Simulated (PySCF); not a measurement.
silicon monoxide (OSi), SMILES O=[Si] (connectivity only; charge and spin as stated), neutral, multiplicity 1.

Geometry optimised at B3LYP-D3(BJ)/def2-TZVPD.

Computed with TDA-B3LYP/def2-TZVPD (PySCF).

Vertical excitations; the highest root listed may be one member of a degenerate set.  State labels are in the subgroup C2v.

| state | symmetry | energy (eV) | λ (nm) | f | main pairs |
|---|---|---|---|---|---|
| S1 | A2 | 5.31 | 234 | 0.000 | HOMO−2→LUMO+1 50 %, HOMO−1→LUMO 50 % |
| S2 | B1 | 5.50 | 225 | 0.074 | HOMO→LUMO (degenerate set) |
| S3 | B2 | 5.50 | 225 | 0.074 | HOMO→LUMO+1 (degenerate set) |
| S4 | A2 | 5.52 | 225 | 0.000 | HOMO−1→LUMO, HOMO−2→LUMO+1 (degenerate set) |
| S5 | A1 | 5.52 | 225 | 0.000 | HOMO−1→LUMO+1, HOMO−2→LUMO (degenerate set) |
| S6 | A1 | 7.41 | 167 | 0.001 | HOMO→LUMO+2 47 %, HOMO−2→LUMO 21 %, HOMO−1→LUMO+1 21 % |
| S7 | B1 | 8.20 | 151 | 0.035 | HOMO−2→LUMO+2 (degenerate set) |
| S8 | B2 | 8.20 | 151 | 0.035 | HOMO−1→LUMO+2 (degenerate set) |
| S9 | A1 | 8.39 | 148 | 0.000 | HOMO→LUMO+3 74 %, HOMO→LUMO+2 23 % |
| S10 | B1 | 8.85 | 140 | 0.054 | HOMO−2→LUMO+3 94 % |
| T1 | B1 | 4.06 | 305 | 0 | HOMO→LUMO (degenerate set) |
| T2 | B2 | 4.06 | 305 | 0 | HOMO→LUMO+1 (degenerate set) |
| T3 | A1 | 4.50 | 276 | 0 | HOMO−1→LUMO+1 49 %, HOMO−2→LUMO 49 % |
| T4 | A1 | 4.81 | 258 | 0 | HOMO−2→LUMO 49 %, HOMO−1→LUMO+1 49 % |
Triplets are in the Tamm–Dancoff approximation.
